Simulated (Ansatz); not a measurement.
# Predicting the next basis: MP2 on N2H4 (hydrazine)

N2H4: 6 atoms, total charge 0, spin state singlet. As SMILES, `NN`. The shape is that of a PBE0-D4/def2-TZVP optimisation. This is one conformer, not always the lowest.

MP2 correlation energies, 2 core orbitals frozen (Ansatz 0.2.0):

| basis | X | correlation energy (Eh) |
| --- | --- | --- |
| aug-cc-pVDZ | 2 | -0.371478 |
| aug-cc-pVTZ | 3 | -0.448573 |
| aug-cc-pVQZ | 4 | ? |

Q: Take E(X) = E∞ + A/X³, fix the two constants on the known rows and predict the third.

A: 
1. A = (-0.371478 − (-0.448573))/(1/8 − 1/27) = 0.87645 Eh.
2. E∞ = -0.448573 − 0.87645/27 = -0.481034 Eh.
3. X = 4: -0.481034 + 0.87645/64 = -0.467339 Eh.

The run gave -0.474618 Eh, so the prediction is off by +7.3 mEh, 28 % of the last step. The small sets lie short of the range where X⁻³ holds, so the true step is larger than predicted.
